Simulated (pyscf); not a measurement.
Thermochemistry of product channels of `[NH2][SiH]` [singlet] + `[FH]` on the singlet surface, in kcal/mol, from ωB97M-D3(BJ)/def2-TZVP energies (ideal gas, 1 atm, RRHO with modes under 100 cm⁻¹ raised to 100, one conformer, R ln 2 for chiral ones without a mode under 150 cm⁻¹). PySCF, gas phase, ωB97X-D3(BJ)/def2-SVP geometries.

```
products                                ΔE  ΔH(298 K)  ΔG(600 K)  ΔG(1200 K)
-----------------------------------  -----  ---------  ---------  ----------
`[NH]=[SiH][F]` + `[H][H]`               ?      -18.0      -15.5       -14.3
`[NH2][Si][F]` [singlet] + `[H][H]`  -39.3      -41.7      -39.4           ?
```

Problem. Some entries are withheld; supply them.

Solution. 
- `[NH]=[SiH][F]` + `[H][H]`, ΔE: -13.6
- `[NH2][Si][F]` [singlet] + `[H][H]`, ΔG(1200 K): -38.2

These are energies of the channels, which say nothing of barriers.
